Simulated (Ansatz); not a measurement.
## Abstraction of F: SiH3F + C2H4FO → SiH3 + C2H4F2O

Gas-phase species: SiH3F `F[SiH3]`, singlet; C2H4FO `[CH2]OCF`, doublet; SiH3 (silyl radical) `[SiH3]`, doublet; C2H4F2O `FCOCF`, singlet. A radical takes F: the energy is the difference in strength between the Si–F bond broken and the C–F bond made.

Shapes, held fixed at every level: PBE0-D4/def2-TZVP. Flexible molecules stand in one conformer, not always the lowest. Programs: Ansatz 0.2.0. The zero-point and thermal change to 298 K, harmonic and unscaled (PBE0-D4/def2-TZVP), is +4.2 kJ/mol.

```
               level                    kind  ΔH(298 K) (kJ/mol)  less CCSD(T)/CBS estimate
        MP2/def2-SVP     perturbation theory              +112.6                      -34.7
      MP2/def2-TZVPP     perturbation theory              +141.4                       -5.9
   PBE-D4/def2-TZVPP                     GGA              +123.7                      -23.6
 B3LYP-D4/def2-TZVPP           global hybrid              +143.9                       -3.4
  PBE0-D4/def2-TZVPP           global hybrid              +129.7                      -17.6
  wB97M-V/def2-TZVPP  range-separated hybrid              +143.5                       -3.8
       CCSD/def2-SVP   coupled cluster or CI              +112.6                      -34.7
CCSD(T)/CBS estimate   coupled cluster or CI              +147.3                        0.0
```

The highest level, CCSD(T)/CBS estimate, gives ΔH(298 K) = +147.3 kJ/mol; the levels span +112.6 to +147.3. The column of differences is taken from that level and isn't an error. No measured value is set beside it here. Open shells run unrestricted. The CBS estimate extrapolates MP2 from def2-TZVPP and def2-QZVPP and adds CCSD(T) − MP2 in the triple-zeta set, cores frozen. CCSD(T)/CBS estimate lies outside the range of the other correlated levels here, so it shouldn't be taken on trust.
